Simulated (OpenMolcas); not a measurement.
**How methods differ on HBS (hydrogen boron sulfide)**

HBS: 3 atoms, total charge 0, spin state singlet. SMILES: `B=S`. The coordinates come from a GFN2-xTB relaxation.

```xyz
3

B    -0.0410   -0.0161    0.1425
S     0.3953    0.1465   -1.3797
H    -0.3543   -0.1304    1.2371
```

Each level gives the energy change with the B1–S2 bond stretched from 1.592 to 3.980 Å (eV). The values are calculated.

| level | kind | program | value (eV) | less FCI/STO-3G |
| --- | --- | --- | --- | --- |
| CASPT2(2,2)/STO-3G | multireference | OpenMolcas | 10.13 | +0.96 |
| CASSCF(2,2)/STO-3G | multireference | OpenMolcas | 8.88 | -0.29 |
| MRCI(2,2)/STO-3G | multireference | OpenMolcas | 9.93 | +0.76 |
| SC-NEVPT2(2,2)/STO-3G | multireference | OpenMolcas | 10.31 | +1.14 |
| FCI/STO-3G | exact in the basis | OpenMolcas | 9.17 | 0.00 |

FCI/STO-3G is exact within its basis and frozen core, so for wave-function methods in that basis the difference is their error. The first shape isn't each level's own minimum. The values span 8.88 to 10.31 eV. All rows use very small basis sets, so even the best lies far from the true value.
